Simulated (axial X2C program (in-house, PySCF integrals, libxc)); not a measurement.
## Levels of LiAl⁺ by electron attachment to LiAl²⁺ (EOM-EA-CCSD)

Computed with an axial X2C code built on PySCF integrals: two-component X2C with atomic mean-field Coulomb and Gaunt terms, Gaussian nuclei, basis Al dyall-av3z, Li dyall-acv3z with contracted cores.

R = 2.792 Å (0.920 times 3.035 Å, the PBE0 minimum at charge 1 for the lowest determinant).

Levels of LiAl⁺ obtained by attaching an electron to LiAl²⁺:

```csv
Ω,binding energy (eV),above lowest (cm⁻¹),attached spinor,one-particle weight
1/2,11.660,0,"72% Al pσ, 13% Li sσ, 8% Li pσ",0.96
1/2,10.791,7009,"81% Al pπ, 11% Li pπ, 8% Li dπ",0.95
3/2,10.782,7082,"81% Al pπ, 11% Li pπ, 8% Li dπ",0.95
1/2,8.117,28570,"51% Li sσ, 17% Li pσ, 10% Al pσ",0.96
```

(1) What is the splitting of the first π pair in the table, and is it regular or inverted?

This point took 1.3 s on 1 thread of AMD EPYC 9R14 (Zen 4) (shared host).

Reference electrons by ω block (each with its −ω partner): 1/2: 6, 3/2: 1. 2 electrons of LiAl²⁺ correlated (inner shells frozen), 92 natural virtual spinors (a truncated set); levels can be off by some tenths of an eV. Roots sought by Ω: (1/2: 5, 3/2: 4, 5/2: 2, 7/2: 1); the list ends where they run out and leaves out roots under 60 % one-particle weight. The solver can skip a root, and states that need a further excitation, which the method places far too high, are missing though they may lie low or lowest. T1 of the reference 0.010 (Lee–Taylor). The reference was not checked to be the lowest state of its species. Number of frozen shells: Al 2 s, 1 p; Li 1 s.

## Answers

(1) E(3/2) − E(1/2) = 7082 − 7009 = 73 cm⁻¹ at EOM-EA-CCSD: regular, Ω = 1/2 lower. Splittings at this level can be off by ten to twenty per cent.
